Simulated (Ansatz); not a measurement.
# C3H7NOS: one species, many methods

One table from this session's results is given with a row withheld; the runs are named, their logs left out.

Program: Ansatz 0.2.0, Gaussian basis. Level of theory: functionals in def2-TZVPP, the program's frozen cores in correlated methods. These are calculated values, not measurements.

Plan: PBE-D4, r2SCAN-D4, PBE0-D4, B3LYP-D4, ωB97X-V, ωB97M-V, B2PLYP; CCSD(T)/def2-TZVPP; MP2/def2-QZVPP; extrapolation to the limit.

## Structure used throughout

All runs share one geometry, relaxed beforehand with PBE0-D4 in a triple-zeta def2 set.

SMILES `CO/C(S)=C/N`, 13 atoms, charge 0, spin multiplicity 1.

Atoms are counted from 1 here; the program's logs count them from 0.

Bond lengths: C1–O2 1.413 Å, C1–H7 1.090 Å, C1–H8 1.096 Å, C1–H9 1.095 Å, O2–C3 1.367 Å, C3–S4 1.765 Å, C3–C5 1.339 Å, S4–H10 1.348 Å, C5–N6 1.374 Å, C5–H11 1.086 Å, N6–H12 1.010 Å, N6–H13 1.006 Å. Angles: O2–C1–H7 106.8°, O2–C1–H8 110.8°, O2–C1–H9 111.1°, H7–C1–H8 109.6°, H7–C1–H9 109.4°, H8–C1–H9 109.1°, C1–O2–C3 114.7°, O2–C3–S4 119.0°, O2–C3–C5 119.5°, S4–C3–C5 121.4°, C3–S4–H10 98.2°, C3–C5–N6 126.6°, C3–C5–H11 117.4°, N6–C5–H11 115.8°, C5–N6–H12 114.4°, C5–N6–H13 115.6°, H12–N6–H13 113.7°.

The first run:

in.yaml

```yaml
crystal:
  periodic: [false, false, false]
  atoms:
    - {symbol: C, position_ang: [-1.984749, -0.948413, -0.083253]}
    - {symbol: O, position_ang: [-1.126074, -0.194465, 0.748244]}
    - {symbol: C, position_ang: [0.147474, -0.049331, 0.272219]}
    - {symbol: S, position_ang: [1.165375, -1.480748, 0.098139]}
    - {symbol: C, position_ang: [0.612322, 1.175787, -0.004875]}
    - {symbol: N, position_ang: [1.918488, 1.517376, -0.261736]}
    - {symbol: H, position_ang: [-2.943301, -1.014125, 0.430717]}
    - {symbol: H, position_ang: [-2.120106, -0.454801, -1.052704]}
    - {symbol: H, position_ang: [-1.589909, -1.956339, -0.246658]}
    - {symbol: H, position_ang: [1.456912, -1.668516, 1.400917]}
    - {symbol: H, position_ang: [-0.088159, 2.002712, 0.059424]}
    - {symbol: H, position_ang: [2.522054, 0.734292, -0.467866]}
    - {symbol: H, position_ang: [2.050076, 2.301971, -0.877668]}
basis:
  gaussian: {orbitals: def2-TZVPP}
hamiltonian: {xc: pbe, dispersion: d4}
output: {forces: true, orbitals: {seedname: orbitals}}
```

Started as:

```sh
$ ansatz run in.yaml --threads 2 --pin off --events-out ev --progress --plain --max-ram 22528MiB --backend cuda --devices 0, --max-vram 18GiB
```

Steps of the session up to this table: PBE-D4 (GGA); r2SCAN-D4 (meta-GGA); PBE0-D4 (hybrid); B3LYP-D4 (hybrid); ωB97X-V (range-separated); ωB97M-V (range-separated); B2PLYP (double hybrid); CCSD(T) in def2-TZVPP; MP2 in def2-QZVPP.

One table of the session follows, with a row left open; its other results are not shown here.

It belongs to the step «Atomisation energies». 

```
            method  atomisation energy (kJ/mol)
            PBE-D4                       5123.4
         r2SCAN-D4                       4964.3
           PBE0-D4                       4990.2
          B3LYP-D4                       4960.6
           ωB97X-V                       4964.1
           ωB97M-V                       4973.4
            B2PLYP                       4893.1
     HF/def2-TZVPP                       3393.5
    MP2/def2-TZVPP                       4892.5
   CCSD/def2-TZVPP                       4699.3
CCSD(T)/def2-TZVPP                       4793.8
           MP2/CBS                       5038.4
       CCSD(T)/CBS                            ?
```

Q: Estimate the row for CCSD(T)/CBS from the others.

The run gave: atomisation energy (kJ/mol): 4939.7. In the column «atomisation energy (kJ/mol)» it lies between B2PLYP (4893.1) and B3LYP-D4 (4960.6).

To keep in mind: Free atoms (3 C, 1 O, 1 S, 1 N, 7 H) were run apart at each level; the atomisation energy is their sum less the molecule, without zero-point or spin-orbit terms.
